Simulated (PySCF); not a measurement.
Published values to compare with (the computed states carry no symmetry labels, so the two lists aren't matched line by line):

```json
{"state": "3B1u(π→π*)", "E (eV)": "3.95", "f": "", "kind of transition": "band maximum or as reported", "source": "[1]"}
{"state": "3B1u(π→π*)", "E (eV)": "4.12", "f": "", "kind of transition": "vertical absorption", "source": "[2]"}
{"state": "3B1u(π→π*)", "E (eV)": "4.16", "f": "", "kind of transition": "vertical absorption", "source": "[3]"}
{"state": "3E1u(π→π*)", "E (eV)": "4.75", "f": "", "kind of transition": "band maximum or as reported", "source": "[1]"}
{"state": "3E1u(π→π*)", "E (eV)": "4.85", "f": "", "kind of transition": "vertical absorption", "source": "[3]"}
{"state": "1B2u(π→π*)", "E (eV)": "4.90", "f": "", "kind of transition": "band maximum or as reported", "source": "[1]"}
{"state": "3E1u(π→π*)", "E (eV)": "4.90", "f": "", "kind of transition": "vertical absorption", "source": "[2]"}
{"state": "1B2u(π→π*)", "E (eV)": "5.05", "f": "", "kind of transition": "vertical absorption", "source": "[4]"}
{"state": "1B2u(π→π*)", "E (eV)": "5.06", "f": "", "kind of transition": "vertical absorption", "source": "[3]"}
{"state": "1B2u(π→π*)", "E (eV)": "5.07", "f": "", "kind of transition": "vertical absorption", "source": "[2]"}
{"state": "3B2u(π→π*)", "E (eV)": "5.60", "f": "", "kind of transition": "band maximum or as reported", "source": "[1]"}
{"state": "3B2u(π→π*)", "E (eV)": "5.81", "f": "", "kind of transition": "vertical absorption", "source": "[3]"}
{"state": "3B2u(π→π*)", "E (eV)": "6.04", "f": "", "kind of transition": "vertical absorption", "source": "[2]"}
{"state": "1B1u(π→π*)", "E (eV)": "6.20", "f": "", "kind of transition": "band maximum or as reported", "source": "[1]"}
{"state": "1E1g(π→3s)", "E (eV)": "6.33", "f": "", "kind of transition": "band maximum or as reported", "source": "[1]"}
{"state": "1B1u(π→π*)", "E (eV)": "6.43", "f": "", "kind of transition": "vertical absorption", "source": "[4]"}
{"state": "1B1u(π→π*)", "E (eV)": "6.45", "f": "", "kind of transition": "vertical absorption", "source": "[3]"}
{"state": "1E1g(π→3s)", "E (eV)": "6.52", "f": "", "kind of transition": "vertical absorption", "source": "[4]"}
{"state": "1E1g(π→3s)", "E (eV)": "6.52", "f": "", "kind of transition": "vertical absorption", "source": "[3]"}
{"state": "1B1u(π→π*)", "E (eV)": "6.68", "f": "", "kind of transition": "vertical absorption", "source": "[2]"}
{"state": "1A2u(π→3p)", "E (eV)": "6.93", "f": "", "kind of transition": "band maximum or as reported", "source": "[1]"}
{"state": "1E2u(π→3p)", "E (eV)": "6.95", "f": "", "kind of transition": "band maximum or as reported", "source": "[1]"}
{"state": "1A2u(π→3p)", "E (eV)": "7.08", "f": "", "kind of transition": "vertical absorption", "source": "[4]"}
{"state": "1A2u(π→3p)", "E (eV)": "7.08", "f": "0.066", "kind of transition": "vertical absorption", "source": "[3]"}
{"state": "1E2u(π→3p)", "E (eV)": "7.15", "f": "", "kind of transition": "vertical absorption", "source": "[4]"}
{"state": "1E2u(π→3p)", "E (eV)": "7.15", "f": "", "kind of transition": "vertical absorption", "source": "[3]"}
{"state": "1E1u(π→π*)", "E (eV)": "7.17", "f": "", "kind of transition": "vertical absorption", "source": "[4]"}
{"state": "1A1u(π→3p)", "E (eV)": "7.23", "f": "", "kind of transition": "vertical absorption", "source": "[4]"}
```

[1] measured, gas; Loos, Lipparini, Boggio-Pasqua, Scemama, Jacquemin (2019), arXiv:1912.04173, literature columns
[2] computed, CC3/TZVP, gas; arXiv:2401.06101 (2024), CC3 reference column of Thiel's set
[3] computed, theoretical best estimate (aug-cc-pVTZ, frozen core, CC3 geometry), gas; Veril, Scemama, Caffarel, Lipparini, Boggio-Pasqua, Jacquemin, Loos, WIREs Comput. Mol. Sci. 2021, 11, e1517 (QUESTDB)
[4] computed, theoretical best estimate (aug-cc-pVTZ), revised with CC4, gas; Loos, Lipparini, Matthews, Blondel, Jacquemin, revising reference values with EOM-CC4 (2022), arXiv:2204.11658

Species: C₆H₆.
InChI=1S/C6H6/c1-2-4-6-5-3-1/h1-6H

Method used: TDDFT CAM-B3LYP/aug-cc-pVTZ, vertical, gas phase, core orbitals frozen in the response in PySCF. Geometry: PBE0-D3(BJ)/def2-TZVP; no solvent, vibrations or thermal averaging.

Computed singlets: 5.52 eV (f 0.000); 6.19 eV (f 0.000); 6.46 eV (f 0.000 summed over 2 states); 6.96 eV (f 0.062); 7.06 eV (f 0.000 summed over 2 states); 7.08 eV (f 1.231 summed over 2 states) [of 10 roots; the last level is left out, as the window may have cut its degenerate partner]. Computed triplets (Tamm–Dancoff): 4.18, 4.87, 4.87 eV.

**Question.** How does the lowest computed singlet compare with the best estimate listed for the lowest singlet (vertical absorption)?

**Answer.** 5.52 eV against 5.05 eV for 1B2u(π→π*) [4]: a difference of +0.47 eV. Geometry and basis of the two calculations needn't be the same.

**Question.** How does the lowest computed triplet compare with the best estimate listed for the lowest triplet (vertical absorption)?

**Answer.** 4.18 eV against 4.16 eV for 3B1u(π→π*) [3]: a difference of +0.02 eV. Geometry and basis of the two calculations needn't be the same.

Note on [4]: revises the 2021 QUESTDB value.

A measured band maximum holds vibronic effects and, in solution, solvent shifts, so it needn't equal the vertical energy.
